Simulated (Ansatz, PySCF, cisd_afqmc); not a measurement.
Species: C2F3N, charge 0, singlet. C2F3N (SMILES N#CC(F)(F)F).
B3LYP-D3(BJ)/def2-TZVP minimum from Ansatz (a first-principles code):
```
C
F 1 1.3355
F 1 1.3355 2 108.66
F 1 1.3355 2 108.66 3 118.06
C 1 1.4814 2 110.27 4 120.97
N 5 1.1466 2 147.20 1 -180.00
```
Charge 0, spin multiplicity 1.

Atomisation energy term by term, kcal/mol (programs: Ansatz, cisd_afqmc). UHF or UKS for unpaired electrons; spin-orbit terms are left out. Correlated methods leave the cores frozen. Rows without X2C or -DK are non-relativistic. The Monte Carlo rows (phaseless AFQMC, CISD trial, step 0.005/hartree) carry one-sigma bars that omit the constraint's bias. Outlying blocks are dropped, and bars are widened where a walk drifts. Over all cases where full CI ran beside it in this data, AFQMC minus full CI had a median of +0.1 mEh and passed +0.4 mEh in a tenth of the cases. CBS(X,Y): correlation extrapolated as X^-3, Hartree-Fock from the larger set. A bracket is a step between two methods taken in the basis named. 'core' is core correlation in cc-pwCVTZ, 'X2C' scalar relativity in cc-pVTZ-DK, both at CCSD(T).

| term | basis | kcal/mol |
|---|---|---|
| Hartree-Fock | cc-pVQZ | 401.55 |
| CCSD correlation | CBS(cc-pVTZ,cc-pVQZ) | 215.94 |
| (T) | CBS(cc-pVTZ,cc-pVQZ) | 21.53 |
| CCSDT(Q) - CCSD(T) | cc-pVDZ | 1.39 |
| core correlation | cc-pwCVTZ | 2.83 |
| scalar relativity | X2C, cc-pVTZ-DK | -0.87 |
| minus zero-point energy | harmonic, PySCF's Hessian at B3LYP-D3(BJ)/def2-TZVP | -14.12 |
| sum: D0 |  | 628.2 |

The step beyond CCSD(T) by other levels: AFQMC/CISD in cc-pVTZ 0.76 ± 0.27 kcal/mol.
